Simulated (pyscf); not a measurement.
HO–Ta(OH)(OH)(OH)–F (SMILES [OH][Ta]([OH])([OH])([OH])[F]) → O=Ta(OH)(OH)–OH (SMILES [O]=[Ta]([OH])([OH])[OH]) + HF (SMILES F), an elimination (singlet surface; H–O, F–Ta broken, F–H formed). PySCF, gas phase, ωB97X-D3(BJ)/def2-SVP geometries. Energies in kJ/mol from the reactant's lowest minimum found.

Small-basis levels: PySCF, no dispersion term, spherical d functions. AM1 to PM7: differences of heats of formation from MOPAC, which are fitted to 298 K values and so differ in kind from electronic energies by zero-point and thermal terms. GFN2-xTB: tblite. Cost: rough CPU time at the saddle relative to B3LYP/6-31G*+LANL2DZ, from one job on a shared machine.

| level | barrier | reaction energy | cost |
|---|---|---|---|
| HF/6-31G*+LANL2DZ | 165.8 | +163.6 | 0.1 |
| MP2/6-31G*+LANL2DZ | ___ | +120.6 | 0.2 |
| SVWN5/6-31G*+LANL2DZ | 80.2 | +197.1 | 1 |
| BP86/6-31G*+LANL2DZ | ___ | +146.3 | 2 |
| PBE/6-31G*+LANL2DZ | 91.0 | +154.8 | 2 |
| B3LYP/LANL2DZ | 121.3 | +148.9 | 0.8 |
| B3LYP/6-31G*+LANL2DZ | 108.4 | +154.2 | 1 |
| B3LYP/6-311+G**+LANL2DZ | 108.0 | +104.4 | 2 |
| PBE/def2-SVP | 90.8 | +156.3 | 2 |
| B3LYP/def2-SVP | 109.1 | +157.9 | 1 |
| GFN2-xTB | 188.2 | +331.3 | under 0.02 |
| PM6 | 52.8 | +31.6 | under 0.02 |
| ωB97M-D3(BJ)/def2-TZVP | ___ | +135.0 | – |

Problem. Some entries are withheld; supply them.

Solution. 
- MP2/6-31G*+LANL2DZ, barrier: 104.5
- BP86/6-31G*+LANL2DZ, barrier: 91.2
- ωB97M-D3(BJ)/def2-TZVP, barrier: 114.7

Against the last row the barrier runs from -61.9 (PM6) to +73.5 kJ/mol (GFN2-xTB). ωB97M-D3(BJ)/def2-TZVP has limits of its own. On the product side the descent ends in a bound adduct, 42.7 kJ/mol under the separated species and 17.6 kJ/mol under the saddle at ωB97X-D3(BJ)/def2-TZVP. At ωB97M-D3(BJ) the saddle lies under the separated products, which points to a path from their complex (located at ωB97X-D3(BJ) alone), and parting the products costs more than the saddle. This is the saddle that the search found; another between the same sides may lie lower. In the def2 sets elements past Kr carry core potentials, without spin-orbit coupling.
